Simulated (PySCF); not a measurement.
# Bonding in diethyl ketone

Diethyl ketone, C₅H₁₀O.
SMILES with atom numbers: `[CH3:1][CH2:2][C:3](=[O:4])[CH2:5][CH3:6]` (hydrogens: H7, H8, H9 on C1; H10, H11 on C2; H12, H13 on C5; H14, H15, H16 on C6)

Structure used (PBE0-D3(BJ)/def2-SVP), in Å, numbered top down from 1:
```
atom  x, y, z in Å
C1     2.5342   -0.3339    0.2263
C2     1.2011   -0.1576   -0.4719
C3     0.0340   -0.0071    0.4828
O4     0.1877   -0.0284    1.6812
C5    -1.3355    0.1708   -0.1408
C6    -2.4470    0.3283    0.8769
H7     3.3542   -0.4217   -0.5009
H8     2.7454    0.5181    0.8882
H9     2.5308   -1.2346    0.8568
H10    0.9784   -1.0087   -1.1406
H11    1.2054    0.7253   -1.1363
H12   -1.2833    1.0390   -0.8222
H13   -1.5147   -0.6944   -0.8045
H14   -3.4194    0.4691    0.3835
H15   -2.2599    1.1920    1.5308
H16   -2.5117   -0.5561    1.5270
```

Bond orders from the PBE0/pcSseg-1 density (PySCF). The structure is a single PBE0-D3(BJ)/def2-SVP conformer in the gas phase; no vibrational or solvent corrections.

Q: Where do the orders between heavy atoms depart from those drawn in the SMILES?

A: The largest departure is 0.069, at C1–C2 (drawn single, 1.069) and C5–C6 (drawn single, 1.069).

Q: Set the Mayer orders of the bonds beside their lengths.

A: 
| bond | drawn as | length (Å) | Mayer order |
| --- | --- | --- | --- |
| C1–C2 | single | 1.515 | 1.069 |
| C2–C3 | single | 1.515 | 0.953 |
| C3–O4 | double | 1.208 | 2.032 |
| C3–C5 | single | 1.515 | 0.953 |
| C5–C6 | single | 1.515 | 1.069 |
| C1–H7 | single | 1.100 | 0.963 |
| C1–H8 | single | 1.099 | 0.963 |
| C1–H9 | single | 1.099 | 0.964 |
| C2–H10 | single | 1.105 | 0.931 |
| C2–H11 | single | 1.105 | 0.931 |
| C5–H12 | single | 1.105 | 0.932 |
| C5–H13 | single | 1.105 | 0.931 |
| C6–H14 | single | 1.100 | 0.963 |
| C6–H15 | single | 1.099 | 0.963 |
| C6–H16 | single | 1.099 | 0.963 |

Bonds between the same two heavy elements. C–C: lowest C2–C3 and C3–C5 (0.953, 1.515 Å), highest C1–C2 and C5–C6 (1.069, 1.515 Å). Bonds named together lie within 0.004.

Q: Sum the orders of all bonds at each heavy atom with more than one neighbour and set the sums beside the valence in the SMILES.

A: C1 3.959 (drawn 4), C2 3.884 (drawn 4), C3 3.938 (drawn 4), C5 3.885 (drawn 4), C6 3.958 (drawn 4). Orders between atoms that aren't bonded are not in these sums.

Mayer orders depend on the basis set.

These values come from a run that also computed NMR shieldings. On one thread, Intel Xeon at 2.30 GHz (x86_64), no GPU (shared host), this took 18 s (with the writing of density and orbital grids) and 0.83 GiB of memory at its peak.
